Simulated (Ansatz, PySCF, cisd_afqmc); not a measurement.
System: NO, charge 0, doublet. NO (SMILES [N]=O, doublet).
B3LYP-D3(BJ)/def2-TZVP minimum from Ansatz (a quantum-chemistry and plane-wave program):
```
N
O 1 1.1449
```
Charge 0, spin multiplicity 2.

Atomisation energy term by term, kcal/mol (programs: Ansatz, cisd_afqmc). Open shells are spin-unrestricted; no spin-orbit coupling. Correlated methods leave the cores frozen. Rows without X2C or -DK are non-relativistic. AFQMC is phaseless with a CISD trial state; ± is one standard error, without the phaseless bias. Outlying blocks are dropped, and bars are widened where a walk drifts. Over all cases where full CI ran beside it in this data, AFQMC minus full CI had a median of +0.1 mEh and passed +0.4 mEh in a tenth of the cases. CBS(X,Y): correlation extrapolated as X^-3, Hartree-Fock from the larger set (Q,5: extrapolated as (X+1)exp(-9√X)). A bracket is a step between two methods taken in the basis named. 'core' is core correlation in cc-pwCVTZ, 'X2C' scalar relativity in cc-pVTZ-DK, both at CCSD(T). The UHF reference of NO ([N]=O, doublet) is spin-contaminated (<S^2> up to 0.04 over the pure value in the sets run).

| term | basis | kcal/mol |
|---|---|---|
| Hartree-Fock | CBS(cc-pVQZ,cc-pV5Z) | 54.15 |
| CCSD correlation | CBS(cc-pVQZ,cc-pV5Z) | 88.39 |
| (T) | CBS(cc-pVQZ,cc-pV5Z) | 9.02 |
| CCSDT(Q) - CCSD(T) | cc-pVQZ | 0.62 |
| CCSDTQ - CCSDT(Q) | cc-pVDZ | -0.14 |
| core correlation | cc-pwCVTZ | 0.59 |
| scalar relativity | X2C, cc-pVTZ-DK | -0.19 |
| minus zero-point energy | Hessian by PySCF at B3LYP-D3(BJ)/def2-TZVP | -2.83 |
| sum: D0 |  | 149.6 |

The step beyond CCSD(T) by other levels: CCSDTQ in cc-pVDZ 0.90; AFQMC/CISD in cc-pVDZ 0.28 ± 0.22; CCSDT(Q) in cc-pVDZ 1.04; AFQMC/CISD in cc-pVTZ 0.06 ± 0.17; CCSDT(Q) in cc-pVTZ 0.65; AFQMC/CISD in cc-pVQZ 0.04 ± 0.32 kcal/mol.
